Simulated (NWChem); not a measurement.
Everything below was run with NWChem. System: methanethiol (CH4S), charge 0, spin multiplicity 1, at a geometry optimised with PBE0/def2-SVP. Level: EOM-CCSD/aug-cc-pVDZ, 6 core orbitals frozen.

Input file:

```
start mol
memory heap 100 mb stack 700 mb global 1900 mb
geometry units angstroms nocenter noautoz
  C      1.046808     0.473258     0.000000
  S     -0.572000    -0.341304     0.000000
  H      1.198763     1.085518     0.899864
  H      1.795087    -0.331291     0.000000
  H      1.198763     1.085518    -0.899864
  H     -1.321467     0.781566     0.000000
  symmetry group Cs
end
basis spherical
  * library aug-cc-pvdz
end
scf
  rhf
  nopen 0
  maxiter 100
  thresh 1e-7
  semidirect memsize 60000000 filesize 0
end
tce
  freeze core 6
  ccsd
  nroots 2
  2eorb
  2emet 13
  thresh 1e-5
  maxiter 200
  tilesize 24
  dipole
end
task tce energy
```

NWChem printed:

```
             Northwest Computational Chemistry Package (NWChem) 7.3.0
             --------------------------------------------------------

                                NWChem Input Module
                                -------------------

 Scaling coordinates for geometry "geometry" by  1.889725989
 (inverse scale =  0.529177249)

 Turning off AUTOSYM since
 SYMMETRY directive was detected!

                             Geometry "geometry" -> ""
                             -------------------------

 Output coordinates in angstroms (scale by  1.889725989 to convert to a.u.)

  No.       Tag          Charge          X              Y              Z
 ---- ---------------- ---------- -------------- -------------- --------------
    1 C                    6.0000     1.04680800     0.47325800     0.00000000
    2 S                   16.0000    -0.57200000    -0.34130400     0.00000000
    3 H                    1.0000     1.19876300     1.08551800     0.89986400
    4 H                    1.0000     1.79508700    -0.33129100     0.00000000
    5 H                    1.0000     1.19876300     1.08551800    -0.89986400
    6 H                    1.0000    -1.32146700     0.78156600     0.00000000

 Effective nuclear repulsion energy (a.u.)      56.2439969532

            Nuclear Dipole moment (a.u.)
            ----------------------------
        X                 Y               Z
 ---------------- ---------------- ----------------
    -0.0000113384    -0.0000094486     0.0000000000

      Symmetry information
      --------------------

 Group name             Cs
 Group number              2
 Group order               2
 No. of unique centers     5

      Symmetry unique atoms

     1    2    3    4    6


 Summary of "ao basis" -> "" (spherical)
 ------------------------------------------------------------------------------
       Tag                 Description            Shells   Functions and Types
 ---------------- ------------------------------  ------  ---------------------
 *                        aug-cc-pvdz                 on all atoms

 Summary of "ao basis" -> "ao basis" (spherical)
[...]
   0.0597641823104   0.2378066121185    6.47105     0.8     0.8

 Iteration   5 using   10 trial vectors
   0.0359818607142   0.2027034364098    5.51584
   0.0404313870792   0.2321634331520    6.31749     0.8     0.8

 Iteration   6 using   12 trial vectors
   0.0321694659849   0.2013151434213    5.47807
   0.0456839724821   0.2297548670339    6.25195     0.9     0.9

 Iteration   7 using   14 trial vectors
   0.0193349196827   0.1998420361801    5.43798
   0.0330650650006   0.2262727810957    6.15720     0.9     0.9

 Iteration   8 using   16 trial vectors
   0.0079337330195   0.1995599037817    5.43030
   0.0185574594394   0.2255117159977    6.13649     1.3     1.3

 Iteration   9 using   18 trial vectors
   0.0045357092650   0.1996546771047    5.43288
   0.0132460246673   0.2252339815800    6.12893     1.6     1.6

 Iteration  10 using   20 trial vectors
   0.0023966577399   0.1995609015901    5.43033
   0.0072492725829   0.2248335030762    6.11803     1.3     1.3

 Iteration  11 using   22 trial vectors
   0.0010882542711   0.1995696789110    5.43057
   0.0029165022491   0.2248560307510    6.11865     1.0     1.0

 Iteration  12 using   24 trial vectors
   0.0004738145840   0.1995721861360    5.43064
   0.0012491170358   0.2248406059024    6.11823     1.0     1.0

 Iteration  13 using   26 trial vectors
   0.0001761776508   0.1995666074112    5.43049
   0.0005438316827   0.2248329309615    6.11802     1.0     1.0

 Iteration  14 using   28 trial vectors
   0.0000666326076   0.1995680090859    5.43052
   0.0002651797205   0.2248385769111    6.11817     1.0     1.0

 Iteration  15 using   30 trial vectors
   0.0000295439061   0.1995678234803    5.43052
   0.0001484043325   0.2248375807757    6.11814     1.1     1.1

 Iteration  16 using   32 trial vectors
   0.0000143935270   0.1995678374702    5.43052
   0.0000799847565   0.2248370604963    6.11813     1.1     1.1

 Iteration  17 using   34 trial vectors
   0.0000059956358   0.1995678434374    5.43052
   0.0000370042708   0.2248374151286    6.11814     1.1     1.1

 Iteration  18 using   35 trial vectors
   0.0000050159846   0.1995678373088    5.43052
   0.0000139842513   0.2248371517260    6.11813     0.7     0.7

 Iteration  19 using   36 trial vectors
   0.0000049768658   0.1995678459035    5.43052
   0.0000059011049   0.2248371750830    6.11813     0.6     0.6
 --------------------------------------------------------------
 Iterations converged

 Excited state root  1
 Excitation energy / hartree =        0.199567839222270
                   / eV      =        5.430519521898318

 EOM-CCSD transition moments / hartree
 --------------------------------------------
 X    0.0000000 Y    0.0000000 Z    0.2888559
 Oscillator Strength                0.0111010
 --------------------------------------------

 EOM-CCSD dipole moments / hartree & Debye
 ------------------------------------
   X        -0.1747161     -0.4440873
   Y         0.5975854      1.5189221
   Z         0.0000000      0.0000000
 Total       0.6226026      1.5825100
 ------------------------------------

 Singles contributions
    14a'  (alpha) ---    13a"  (alpha)        0.6685973511
    15a'  (alpha) ---    13a"  (alpha)        0.1618244864
    17a'  (alpha) ---    13a"  (alpha)       -0.1394368433
    18a'  (alpha) ---    13a"  (alpha)       -0.2041615104
    19a'  (alpha) ---    13a"  (alpha)        0.3473962735
    23a'  (alpha) ---    13a"  (alpha)       -0.2885975023
    24a'  (alpha) ---    13a"  (alpha)       -0.2023160101
    25a'  (alpha) ---    13a"  (alpha)        0.2410603998
    26a'  (alpha) ---    13a"  (alpha)        0.1775798902

 Doubles contributions

 Excited state root  2
 Excitation energy / hartree =        0.224837159799490
                   / eV      =        6.118133013302924

 Task  times  cpu:       75.6s     wall:       75.6s

 Total times  cpu:       75.6s     wall:       75.6s
```
